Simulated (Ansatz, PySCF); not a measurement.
Breaking a bond: C2H3F, SMILES C(=C)F. The C2–F6 bond (C2 also carries C, H; F6 carries nothing else) is varied alone, starting from the PBE0/def2-TZVP optimised geometry.

- RKS-PBE = restricted PBE/cc-pVDZ (Ansatz, a program for electronic structure)
- UKS-PBE = unrestricted PBE/cc-pVDZ (Ansatz)
- UKS-wB97X-V = unrestricted wB97X-V/cc-pVDZ (PySCF)
- UCCSD(T) = PySCF with CCSD(T) on UHF/cc-pVDZ, 3 core orbitals frozen

Energies relative to the lowest point of each curve near equilibrium, in kJ/mol; the last columns give the difference from UCCSD(T):

| R / Å | RKS-PBE | UKS-PBE | UKS-wB97X-V | UCCSD(T) | RKS-PBE − UCCSD(T) | UKS-PBE − UCCSD(T) | UKS-wB97X-V − UCCSD(T) |
|---|---|---|---|---|---|---|---|
| 1.07 | 289.5 | 289.5 | 285.3 | 294.8 | -5.3 | -5.3 | -9.5 |
| 1.13 | 155.5 | 155.5 | 151.3 | 158.0 | -2.5 | -2.5 | -6.7 |
| 1.20 | 62.5 | 62.5 | 59.0 | 63.0 | -0.5 | -0.5 | -4.0 |
| 1.24 | 31.3 | 31.3 | 28.5 | 31.3 | 0.1 | 0.1 | -2.7 |
| 1.31 | 3.9 | 3.9 | 2.8 | 3.6 | 0.3 | 0.3 | -0.8 |
| 1.34 | 0.1 | 0.1 | 0.0 | 0.0 | 0.1 | 0.1 | 0.0 |
| 1.37 | 0.0 | 0.0 | 1.0 | 0.2 | -0.2 | -0.2 | 0.8 |
| 1.42 | 6.3 | 6.3 | 9.3 | 7.3 | -1.0 | -1.0 | 2.0 |
| 1.49 | 25.0 | 25.0 | 31.4 | 27.6 | -2.5 | -2.5 | 3.8 |
| 1.56 | 51.3 | 51.3 | 61.4 | 55.6 | -4.3 | -4.3 | 5.8 |
| 1.64 | 86.6 | 86.6 | 101.5 | 93.1 | -6.5 | -6.5 | 8.4 |
| 1.82 | 173.1 | 173.1 | 199.9 | 187.5 | -14.4 | -14.4 | 12.4 |
| 1.99 | 252.1 | 252.1 | 291.0 | 275.5 | -23.5 | -23.5 | 15.5 |
| 2.23 | 348.2 | 348.2 | 398.5 | 377.0 | -28.8 | -28.8 | 21.5 |
| 2.39 | 401.0 | 400.6 | 443.2 | 425.1 | -24.2 | -24.6 | 18.1 |
| 2.70 | 480.6 | 463.5 | 494.7 | 470.0 | 10.6 | -6.5 | 24.7 |
| 2.92 | 522.1 | 489.2 | 514.6 | 480.9 | 41.2 | 8.4 | 33.7 |
| 3.30 | 571.7 | 515.5 | 531.3 | 487.7 | 84.0 | 27.8 | 43.6 |
| 3.63 | 598.7 | 528.0 | 536.8 | 489.9 | 108.9 | 38.2 | 46.9 |
| 3.98 | 616.7 | 535.7 | 539.0 | 490.9 | 125.8 | 44.8 | 48.1 |
| 4.68 | 633.4 | 542.0 | 540.1 | 491.5 | 141.9 | 50.4 | 48.6 |

RKS-PBE is furthest from UCCSD(T) at 4.68 (141.9 kJ/mol, above); its mean absolute difference over the points is 29.8 kJ/mol.

UKS-PBE is furthest from UCCSD(T) at 4.68 (50.4 kJ/mol, above); its mean absolute difference over the points is 13.8 kJ/mol.

UKS-wB97X-V is furthest from UCCSD(T) at 4.68 (48.6 kJ/mol, above); its mean absolute difference over the points is 17.0 kJ/mol.

The restricted form behind RKS-PBE keeps the bonding electrons paired and can't separate into open-shell fragments. The unrestricted determinant behind UKS-PBE is spin-contaminated at 2.39 to 4.68 Å (<S²> up to 0.9, against 0.00 for a pure singlet). The unrestricted determinant behind UKS-wB97X-V is spin-contaminated at 2.23 to 4.68 Å (<S²> up to 1.0, against 0.00 for a pure singlet). The unrestricted solution behind UCCSD(T) changes between 1.82 and 1.99 Å, which can leave a kink. The unrestricted determinant behind UCCSD(T) is spin-contaminated at 1.82 to 4.68 Å (<S²> up to 1.2, against 0.00 for a pure singlet).
